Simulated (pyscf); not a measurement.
Single points on ωB97X-D3(BJ)/def2-SVP structures (PySCF, gas phase).

Q: For the elementary gas-phase step HO–S• + H₂ → SH• + H₂O (doublet surface; O–S, H–H broken, H–S, H–O formed), what barrier and reaction energy does ωB97M-D3(BJ)/def2-TZVP give, measured from the separated reactants?

A: ΔE‡ = 208.7 kJ/mol, ΔE = -91.6 kJ/mol. Zero-point energy shifts the barrier by +2.2 kJ/mol. It is a concerted two-bond exchange, with an imaginary mode of 1770i cm⁻¹. This saddle turned up in a search for another step; its sides and bond changes are read from the two ends of the descent. This is the saddle that the search found; another between the same sides may lie lower. Left out: the spin-orbit lowering of SH.
